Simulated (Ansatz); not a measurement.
A run of Ansatz (development build ahead of 0.2.0) on singlet C₂H₄ at this shape:

```yaml
atoms:
  - { symbol: C, position_ang: [0.0000, 0.0000, 0.6675] }
  - { symbol: C, position_ang: [0.0000, 0.0000, -0.6675] }
  - { symbol: H, position_ang: [0.0000, 0.9654, 1.2640] }
  - { symbol: H, position_ang: [0.0000, -0.9654, 1.2640] }
  - { symbol: H, position_ang: [0.0000, 0.9654, -1.2640] }
  - { symbol: H, position_ang: [0.0000, -0.9654, -1.2640] }
```

Its results:

```
Converged                                                          : yes
Reference energy                                                   : -78.05458 hartree
Correlation energy                                                 : -0.33764 hartree
Total energy                                                       : -78.39222 hartree
Spin squared of the determinant                                    : 0.000
Stability test                                                     : minimum among restricted orbitals
Occupied orbitals by symmetry in an Abelian subgroup (alpha; beta) : 3 Ag 2 B1u 1 B2u 1 B3g 1 B3u; 3 Ag 2 B1u 1 B2u 1 B3g 1 B3u
```

Forces (eV/Å):
```csv
atom,Fx,Fy,Fz
C1,0.000,0.000,1.483
C2,0.000,0.000,-1.483
H3,0.000,-1.419,-0.898
H4,0.000,1.419,-0.898
H5,0.000,-1.419,0.898
H6,0.000,1.419,0.898
```

(1) Which input gives this output? Name the method, the orbitals and the basis set, and write the input.

Results:

(1) RHF-MP2 in cc-pVTZ. An unrestricted run that stays on the closed shell gives the same numbers.

```yaml
crystal:
  periodic: [false, false, false]
  atoms:
    - { symbol: C, position_ang: [0.0, 0.0, 0.66748] }
    - { symbol: C, position_ang: [0.0, 0.0, -0.66748] }
    - { symbol: H, position_ang: [0.0, 0.96537, 1.26398] }
    - { symbol: H, position_ang: [0.0, -0.96537, 1.26398] }
    - { symbol: H, position_ang: [0.0, 0.96537, -1.26398] }
    - { symbol: H, position_ang: [0.0, -0.96537, -1.26398] }
basis:
  gaussian: { orbitals: cc-pVTZ }
hamiltonian:
  xc: hf
correlation:
  method: mp2
  frozen_orbitals: { C: 1, H: 0 }
output:
  forces: true
```
